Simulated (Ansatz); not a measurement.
Frontier orbitals of BF4−, SMILES `F[B-](F)(F)F`.

Charge -1, multiplicity 1. All single points use the PBE0-D4/def2-TZVPD geometry. Basis def2-TZVPPD, the Gaussian-basis code of Ansatz.

| functional | HOMO (eV) | LUMO (eV) | gap (eV) |
| --- | --- | --- | --- |
| PBE | -2.67 | 3.79 | 6.46 |
| PBE0 | -4.76 | 4.21 | 8.97 |
| HSE06 (plane-wave form) | -4.34 | 3.98 | 8.32 |
| CAM-B3LYP | -6.39 | 4.48 | 10.87 |
| ωB97M-V | -7.34 | 4.47 | 11.81 |

From PBE to PBE0 the HOMO moves by −2.09 eV and the LUMO by +0.41 eV, and with ωB97M-V by −4.68 and +0.68 eV, so the gap grows from 6.46 to 11.81 eV with exact exchange. A positive LUMO is unbound and depends on the basis.
